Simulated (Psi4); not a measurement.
# doublet [HNO3]+: levels of theory compared

Aim: a comparison of 6 runs (UHF/3-21G, UB3LYP/6-31G*, U-wB97X-V/def2-SVPD, UPBE/def2-SVPD, UPBE0/def2-SVPD, UTPSS/def2-SVPD) of doublet [HNO3]+. 

The calculation is run with Psi4 1.11.

2 further runs of the same task are left out: 1 that didn't finish, 1 set aside as unsound or not needed.

## Step 1: Starting point

[HNO3]+ has 5 atoms, charge +1, and is taken as a doublet. SMILES of the parent species: `O=[N+]([O-])O`. The shape is that of a PBE0-D4/def2-TZVP optimisation. That shape belongs to the parent species and isn't relaxed for this state.

Bond lengths: O1–N2 1.186 Å, N2–O3 1.201 Å, N2–O4 1.385 Å, O4–H5 0.970 Å. Angles: O1–N2–O3 130.2°, O1–N2–O4 114.2°, O3–N2–O4 115.7°, N2–O4–H5 103.1°.

## Step 2: Energy and forces at UHF/3-21G (run 1)

Contents of job.dat:

```
memory 2200 MB

molecule {
  1 2
  O      2.49041337    -0.59677551     1.41068055
  N      0.47827078    -0.52861309     0.42743715
  O     -1.12710825    -2.12397658     0.26730176
  O     -0.08329913     1.76301999    -0.70668198
  H     -1.75827678     1.48634519    -1.39871859
  units bohr
  symmetry c1
  no_reorient
  no_com
}

set basis 3-21G
set reference uhf
set puream true
set e_convergence 1e-09
set d_convergence 1e-08
set scf_type pk
set maxiter 100

e, wfn = gradient('scf', return_wfn=True)
oeprop(wfn, 'QUADRUPOLE', 'LOWDIN_CHARGES', 'MAYER_INDICES')
print_variables()
```

Launch:

```bash
psi4 -n 1 job.dat job.out
```

job.out:

```text
[...]
  Running in c1 symmetry.
[...]
  Nuclear repulsion =  127.635963245308730
[...]
  Multiplicity = 2
[...]
  Nalpha       = 16
  Nbeta        = 15
[...]
    Number of basis functions: 38
[...]
   @UHF iter   1:  -277.08173743757521    3.71821e-01   2.00358e-02 DIIS/ADIIS
[...]
   @UHF iter  26:  -277.41186106859089   -1.87583e-12   6.47846e-09 DIIS
[...]
   @S^2 Observed:                7.700422404E-01
[...]
  @UHF Final Energy:  -277.41186106859089
   => Energetics <=
    Nuclear Repulsion Energy =            127.6359632453087301
    One-Electron Energy =                -622.9528311652629782
    Two-Electron Energy =                 217.9050068513633676
    Total Energy =                       -277.4118610685908379
  UHF NO Occupations:
  HONO-2 :   14  A 1.9977717
  HONO-1 :   15  A 1.9935377
[...]
  -Total Gradient:
     Atom            X                  Y                   Z
    ------   -----------------  -----------------  -----------------
       1        0.010499053796     0.020204780355    -0.002639368374
       2       -0.158004216732    -0.114071539211    -0.032032634887
       3        0.112437296397     0.120172703048     0.008030944257
       4        0.015032900751    -0.007069454944     0.009832624908
       5        0.020034965787    -0.019236489247     0.016808434095
[...]
 Multipole Moments:
 ------------------------------------------------------------------------------------
     Multipole            Electronic (a.u.)      Nuclear  (a.u.)        Total (a.u.)
 ------------------------------------------------------------------------------------
 L = 1.  Multiply by 2.5417464519 to convert [e a0] to [Debye]
 Dipole X            :        -12.5461811           11.8296666           -0.7165145
 Dipole Y            :          9.4948866           -9.8758032           -0.3809166
 Dipole Z            :         -9.5604983            9.3637441           -0.1967542
 Magnitude           :                                                    0.8349867
 L = 2.  Multiply by 1.3450342976 to convert [e a0^2] to [Debye ang]
 Quadrupole XX       :        -77.5735309           64.5285019          -13.0450290
 Quadrupole XY       :         -3.3669014            1.7038587           -1.6630427
[...]
```

It took 1.6 s on 1 thread of Intel Xeon 6975P-C (Granite Rapids), shared host; peak memory 0.18 GiB.

## Step 3: Energy and forces at UB3LYP/6-31G(d) (spherical functions) (run 2)

Contents of calc.in:

```
memory 2200 MB

molecule {
  1 2
  O      1.317870    -0.315800     0.746500
  N      0.253090    -0.279730     0.226190
  O     -0.596440    -1.123960     0.141450
  O     -0.044080     0.932950    -0.373960
  H     -0.930440     0.786540    -0.740170
  units angstrom
  symmetry c1
}

set globals {
  basis 6-31G*
  reference uks
  puream true
  e_convergence 1e-09
  d_convergence 1e-08
  scf_type pk
  dft_radial_points 99
  dft_spherical_points 590
  maxiter 100
}

E, wfn = gradient('b3lyp', return_wfn=True)
oeprop(wfn, 'MULLIKEN_CHARGES', 'LOWDIN_CHARGES', 'DIPOLE', title='B3LYP')
print_variables()
```

Launch:

```bash
psi4 -i calc.in -o calc.out -n 1
```

calc.out:

```text
[...]
  Running in c1 symmetry.
[...]
  Nuclear repulsion =  127.635963317852969
[...]
  Multiplicity = 2
[...]
  Nalpha       = 16
  Nbeta        = 15
[...]
    Number of basis functions: 58
[...]
   @UKS iter   1:  -280.27010678024391    4.73870e-01   1.10985e-02 ADIIS/DIIS
[...]
   @UKS iter  18:  -280.42359170299284   -7.95808e-13   9.90523e-09 DIIS
[...]
   @S^2 Observed:                7.590073731E-01
[...]
  @UKS Final Energy:  -280.42359170299284
   => Energetics <=
    Nuclear Repulsion Energy =            127.6359633178529691
    One-Electron Energy =                -626.4746668244580405
    Two-Electron Energy =                 244.7179130538413574
    DFT Exchange-Correlation Energy =     -26.3028012502291553
    Empirical Dispersion Energy =           0.0000000000000000
    VV10 Nonlocal Energy =                  0.0000000000000000
    Total Energy =                       -280.4235917029928373
[...]
  -Total Gradient:
     Atom            X                  Y                   Z
    ------   -----------------  -----------------  -----------------
       1       -0.031253609137     0.029896250607    -0.026175496831
       2        0.020266082393    -0.106834974347     0.050043554621
       3        0.011653924477     0.052172292896    -0.014188294286
       4       -0.024621621111     0.032475532791    -0.023990761413
       5        0.023960152212    -0.007704207652     0.014311490787
[...]
 Multipole Moments:
 ------------------------------------------------------------------------------------
     Multipole            Electronic (a.u.)      Nuclear  (a.u.)        Total (a.u.)
 ------------------------------------------------------------------------------------
 L = 1.  Multiply by 2.5417464519 to convert [e a0] to [Debye]
 Dipole X            :          0.3281252           -1.0722097           -0.7440845
 Dipole Y            :         -0.7662596            0.9049172            0.1386576
 Dipole Z            :          0.4459727           -0.8523968           -0.4064241
 Magnitude           :                                                    0.8591090
[...]
```

It took 14 s on 1 thread of Intel Xeon 6975P-C (Granite Rapids), shared host; peak memory 0.67 GiB.

Run 3 isn't shown in full; the table further down has it.

## Step 4: Energy and gradient at UPBE/def2-SVPD (run 4)

Contents of input.json:

```json
{
  "schema_name": "qcschema_input",
  "schema_version": 1,
  "molecule": {
    "schema_name": "qcschema_molecule",
    "schema_version": 2,
    "symbols": ["O", "N", "O", "O", "H"],
    "geometry": [2.49041337, -0.59677551, 1.41068055, 0.47827078, -0.52861309, 0.42743715, -1.12710825, -2.12397658, 0.26730176, -0.08329913, 1.76301999, -0.70668198, -1.75827678, 1.48634519, -1.39871859],
    "molecular_charge": 1,
    "molecular_multiplicity": 2,
    "fix_symmetry": "c1",
    "fix_com": true,
    "fix_orientation": true
  },
  "driver": "gradient",
  "model": {
    "method": "pbe",
    "basis": "def2-SVPD"
  },
  "keywords": {
    "reference": "uks",
    "puream": true,
    "e_convergence": 1e-09,
    "d_convergence": 1e-08,
    "scf_type": "pk",
    "dft_radial_points": 99,
    "dft_spherical_points": 590,
    "maxiter": 100,
    "scf_properties": ["MAYER_INDICES", "WIBERG_LOWDIN_INDICES", "LOWDIN_CHARGES"]
  }
}
```

Launch:

```bash
psi4 --qcschema input.json -n 1 --memory 2200MB
```

stdout:

```text
[...]
  Running in c1 symmetry.
[...]
  Nuclear repulsion =  127.635963245308730
[...]
  Multiplicity = 2
[...]
  Nalpha       = 16
  Nbeta        = 15
[...]
    Number of basis functions: 97
[...]
   @UKS iter   1:  -279.84329611503080    5.96841e-01   6.84293e-03 ADIIS/DIIS
[...]
   @UKS iter  16:  -280.00037834926667   -1.70530e-13   9.65692e-09 DIIS
[...]
   @S^2 Observed:                7.539025943E-01
[...]
  @UKS Final Energy:  -280.00037834926667
   => Energetics <=
    Nuclear Repulsion Energy =            127.6359632453087301
    One-Electron Energy =                -626.2051097487997140
    Two-Electron Energy =                 250.7901427295716701
    DFT Exchange-Correlation Energy =     -32.2213745753473617
    Empirical Dispersion Energy =           0.0000000000000000
    VV10 Nonlocal Energy =                  0.0000000000000000
    Total Energy =                       -280.0003783492666685
[...]
 Multipole Moments:
 ------------------------------------------------------------------------------------
     Multipole            Electronic (a.u.)      Nuclear  (a.u.)        Total (a.u.)
 ------------------------------------------------------------------------------------
 L = 1.  Multiply by 2.5417464519 to convert [e a0] to [Debye]
 Dipole X            :        -12.1277968           11.8296666           -0.2981302
 Dipole Y            :          9.7437655           -9.8758032           -0.1320377
 Dipole Z            :         -9.4556069            9.3637441           -0.0918628
 Magnitude           :                                                    0.3387541
[...]
  -Total Gradient:
     Atom            X                  Y                   Z
    ------   -----------------  -----------------  -----------------
       1       -0.039340031522     0.026067502812    -0.028575630389
       2        0.024445920248    -0.092350544665     0.046552027560
       3        0.012797809654     0.047055535218    -0.011706704281
       4       -0.025519099469     0.027188725762    -0.022414403489
       5        0.027619920997    -0.007956855945     0.016145215820
[...]
```

The result, in JSON:

```text
{
 "driver": "gradient",
 "model": {
  "method": "pbe",
  "basis": "def2-SVPD"
 },
 "success": true,
 "return_result": [-0.03934003152244281, 0.026067502811503586, -0.0285756303885073, 0.024445920248063552, -0.09235054466507676, 0.04655202755975918, 0.012797809653589953, 0.047055535217919664, -0.011706704280830794, -0.025519099469335726, 0.02718872576242609, -0.022414403489254914, 0.027619920996981018, -0.00795685594544656, 0.016145215819887926],
 "properties": {
  "calcinfo_nbasis": 97,
  "calcinfo_nmo": 97,
  "calcinfo_nalpha": 16,
  "calcinfo_nbeta": 15,
  "calcinfo_natom": 5,
  "nuclear_repulsion_energy": 127.63596324530873,
  "return_energy": -280.00037834926667,
  "return_gradient": [-0.03934003152244281, 0.026067502811503586, -0.0285756303885073, 0.024445920248063552, -0.09235054466507676, 0.04655202755975918, 0.012797809653589953, 0.047055535217919664, -0.011706704280830794, -0.025519099469335726, 0.02718872576242609, -0.022414403489254914, 0.027619920996981018, -0.00795685594544656, 0.016145215819887926],
  "scf_one_electron_energy": -626.2051097487997,
  "scf_two_electron_energy": 250.79014272957167,
  "scf_xc_energy": -32.22137457534736,
  "scf_dipole_moment": [-0.2981301683595792, -0.13203771388096008, -0.09186283582779886],
  "scf_total_energy": -280.00037834926667,
  "scf_total_gradient": [-0.03934003152244281, 0.026067502811503586, -0.0285756303885073, 0.024445920248063552, -0.09235054466507676, 0.04655202755975918, 0.012797809653589953, 0.047055535217919664, -0.011706704280830794, -0.025519099469335726, 0.02718872576242609, -0.022414403489254914, 0.027619920996981018, -0.00795685594544656, 0.016145215819887926],
  "scf_iterations": 16
 }
}
```

Wall time 23 s (1 thread of Intel Xeon 6975P-C (Granite Rapids), shared host); peak memory 1.1 GiB.

Run 5 isn't shown in full; the table further down has it.

## Step 5: Energy and gradient at UTPSS/def2-SVPD (run 6)

Contents of run.py:

```python
import psi4

psi4.set_memory('2200 MB')
psi4.set_num_threads(1)
psi4.core.set_output_file('hno3.out', False)

mol = psi4.geometry("""
1 2
O      1.317870    -0.315800     0.746500
N      0.253090    -0.279730     0.226190
O     -0.596440    -1.123960     0.141450
O     -0.044080     0.932950    -0.373960
H     -0.930440     0.786540    -0.740170
symmetry c1
""")

options = {'basis': 'def2-SVPD', 'reference': 'uks', 'puream': True, 'e_convergence': 1e-09, 'd_convergence': 1e-08, 'scf_type': 'pk', 'dft_radial_points': 99, 'dft_spherical_points': 590, 'maxiter': 100}
psi4.set_options(options)

energy_value, wavefunction = psi4.gradient("TPSS", molecule=mol, return_wfn=True)
psi4.oeprop(wavefunction, "LOWDIN_CHARGES", "MAYER_INDICES", "QUADRUPOLE", title="TPSS")
print('gradient / Eh bohr^-1')
print(energy_value.np.round(6))
print(f'energy = {wavefunction.energy():.10f} Eh')
```

Launch:

```bash
python run.py
```

hno3.out:

```text
[...]
  Running in c1 symmetry.
[...]
  Nuclear repulsion =  127.635963317852969
[...]
  Multiplicity = 2
[...]
  Nalpha       = 16
  Nbeta        = 15
[...]
    Number of basis functions: 97
[...]
   @UKS iter   1:  -280.14175731798588    5.69873e-01   6.88362e-03 DIIS/ADIIS
[...]
   @UKS iter  17:  -280.30001715672660   -7.38964e-13   1.37492e-09 DIIS
[...]
   @S^2 Observed:                7.552436885E-01
[...]
  @UKS Final Energy:  -280.30001715672660
   => Energetics <=
    Nuclear Repulsion Energy =            127.6359633178529691
    One-Electron Energy =                -626.3065864338857409
    Two-Electron Energy =                 250.9187178712200534
    DFT Exchange-Correlation Energy =     -32.5481119119139279
    Empirical Dispersion Energy =           0.0000000000000000
    VV10 Nonlocal Energy =                  0.0000000000000000
    Total Energy =                       -280.3000171567265966
[...]
  -Total Gradient:
     Atom            X                  Y                   Z
    ------   -----------------  -----------------  -----------------
       1       -0.037806291651     0.027538305785    -0.028402092559
       2        0.021319647367    -0.094409308309     0.045844299159
       3        0.013787888455     0.049491789887    -0.012158143379
       4       -0.023349827631     0.025361930634    -0.020692621911
       5        0.026052507202    -0.007982359371     0.015410296242
[...]
 Multipole Moments:
 ------------------------------------------------------------------------------------
     Multipole            Electronic (a.u.)      Nuclear  (a.u.)        Total (a.u.)
 ------------------------------------------------------------------------------------
 L = 1.  Multiply by 2.5417464519 to convert [e a0] to [Debye]
 Dipole X            :          0.3642182           -1.0722097           -0.7079915
 Dipole Y            :         -0.7142671            0.9049172            0.1906501
 Dipole Z            :          0.4434759           -0.8523968           -0.4089208
 Magnitude           :                                                    0.8395331
 L = 2.  Multiply by 1.3450342976 to convert [e a0^2] to [Debye ang]
 Quadrupole XX       :        -71.4534735           60.1912712          -11.2622023
 Quadrupole XY       :         -6.6954630            5.3243961           -1.3710668
[...]
```

The script printed:

```text
gradient / Eh bohr^-1
[[-0.037806  0.027538 -0.028402]
 [ 0.02132  -0.094409  0.045844]
 [ 0.013788  0.049492 -0.012158]
 [-0.02335   0.025362 -0.020693]
 [ 0.026053 -0.007982  0.01541 ]]
energy = -280.3000171567 Eh
```

Wall time 56 s (1 thread of Intel Xeon 6975P-C (Granite Rapids), shared host); peak memory 0.99 GiB.

## Step 6: All runs side by side

| run | level | integration grid | task | energy (Eh) | HOMO energy (eV) | LUMO energy (eV) | ⟨S²⟩ | wall time |
| --- | --- | --- | --- | --- | --- | --- | --- | --- |
| 1 | UHF/3-21G | – | gradient | -277.411861 | -22.49 | -8.71 | 0.770 | 1.6 s |
| 2 | UB3LYP/6-31G* (spherical functions) | 99 radial × 590 angular | gradient | -280.423592 | -18.10 | -15.54 | 0.759 | 14 s |
| 3 | U-wB97X-V/def2-SVPD | 99 radial × 590 angular | energy | -280.137859 | -20.87 | -13.15 | 0.759 | 98 s |
| 4 | UPBE/def2-SVPD | 99 radial × 590 angular | gradient | -280.000378 | -17.16 | -16.39 | 0.754 | 23 s |
| 5 | UPBE0/def2-SVPD | 99 radial × 590 angular | gradient | -279.949893 | -18.47 | -15.40 | 0.761 | 26 s |
| 6 | UTPSS/def2-SVPD | 99 radial × 590 angular | gradient | -280.300017 | -17.26 | -16.24 | 0.755 | 56 s |

## Step 7: Outcome

```
                                 quantity          value
                      run 6: total energy  -280.30002 Eh
run 6: HOMO energy (highest over α and β)      -17.26 eV
 run 6: LUMO energy (lowest over α and β)      -16.24 eV
                              run 6: ⟨S²⟩          0.755
          run 6: largest force on an atom     5.507 eV/Å
```

Totals of different functionals can't be ranked against each other. All runs together took 3.6 min, the longest 98 s.
